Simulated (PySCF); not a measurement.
# PF: script and output

File input.py (PySCF 2.14):

```python
from pyscf import gto, scf
from pyscf.hessian import thermo

mol = gto.M(
    atom='P 0 0 0; F 0 0 1.596',
    basis='6-31g*',
    charge=0,
    spin=2,
    verbose=4,
)
mf = scf.UHF(mol)
mf.kernel()
hess = mf.Hessian().kernel()
print('wavenumber (cm^-1) =', thermo.harmonic_analysis(mol, hess)['freq_wavenumber'].round(1))
mf.dip_moment()
print('orbital energies (hartree):', [e[max(0, n-3):n+3].round(4) for e, n in zip(mf.mo_energy, mol.nelec)])
```

```bash
$ python input.py
```

The log (some set-up lines and the per-cycle HOMO/LUMO lines with their warnings removed):

```
PySCF version 2.14.0

[INPUT] verbose = 4
[INPUT] num. atoms = 2
[INPUT] num. electrons = 24
[INPUT] charge = 0
[INPUT] spin (= nelec alpha-beta = 2S) = 2
[INPUT] symmetry False subgroup None
[INPUT] Mole.unit = angstrom
[INPUT] Symbol           X                Y                Z      unit          X                Y                Z       unit  Magmom
[INPUT]  1 P      0.000000000000   0.000000000000   0.000000000000 AA    0.000000000000   0.000000000000   0.000000000000 Bohr   0.0
[INPUT]  2 F      0.000000000000   0.000000000000   1.596000000000 AA    0.000000000000   0.000000000000   3.016002894806 Bohr   0.0

nuclear repulsion = 44.7612302469925
number of shells = 14
number of NR pGTOs = 78
number of NR cGTOs = 32
basis = 6-31g*
ecp = {}

******** <class 'pyscf.scf.uhf.UHF'> ********
method = UHF
initial guess = minao
damping factor = 0
level_shift factor = 0
DIIS = <class 'pyscf.scf.diis.CDIIS'>
diis_start_cycle = 1
diis_space = 8
diis_damp = 0
SCF conv_tol = 1e-09
SCF conv_tol_grad = None
SCF max_cycles = 50
direct_scf = True
direct_scf_tol = 1e-13
number electrons alpha = 13  beta = 11
Set gradient conv threshold to 3.16228e-05
init E= -439.983319802231

cycle= 1 E= -440.093567150289  delta_E= -0.11  |g|= 0.303  |ddm|= 1.13
cycle= 2 E= -440.128538015239  delta_E= -0.035  |g|= 0.18  |ddm|= 0.383
cycle= 3 E= -440.140015694168  delta_E= -0.0115  |g|= 0.034  |ddm|= 0.11
cycle= 4 E= -440.141267784862  delta_E= -0.00125  |g|= 0.0129  |ddm|= 0.0551
cycle= 5 E= -440.141630622829  delta_E= -0.000363  |g|= 0.00551  |ddm|= 0.0355
cycle= 6 E= -440.141716009504  delta_E= -8.54e-05  |g|= 0.00167  |ddm|= 0.0207
cycle= 7 E= -440.141723063513  delta_E= -7.05e-06  |g|= 0.000648  |ddm|= 0.00584
cycle= 8 E= -440.141723972119  delta_E= -9.09e-07  |g|= 0.000239  |ddm|= 0.00217
cycle= 9 E= -440.141724074135  delta_E= -1.02e-07  |g|= 6.69e-05  |ddm|= 0.000628
cycle= 10 E= -440.14172408097  delta_E= -6.83e-09  |g|= 1.19e-05  |ddm|= 0.000175
cycle= 11 E= -440.141724081188  delta_E= -2.19e-10  |g|= 1.84e-06  |ddm|= 4.13e-05
Extra cycle  E= -440.141724081192  delta_E= -3.98e-12  |g|= 8.94e-07  |ddm|= 2.81e-06
converged SCF energy = -440.141724081192  <S^2> = 2.0252765  2S+1 = 3.0168039
wavenumber (cm^-1) = [915.5]
Dipole moment(X, Y, Z, Debye): -0.00000, -0.00000, -1.30166
orbital energies (hartree): [array([-0.6219, -0.3734, -0.3734,  0.1267,  0.3578,  0.4171]), array([-0.649 , -0.649 , -0.5165,  0.0613,  0.0613,  0.1692])]
```

In short: E(SCF) = -440.141724 Eh, 11 cycles, ⟨S²⟩ = 2.025, μz(SCF) = -1.30 D, wavenumbers 916 cm⁻¹.

Wall time 3 s on one thread of a shared host.

The bond length is a typed value, not an optimised one, so the wavenumber is not that of the minimum. No search for the lowest solution was made.
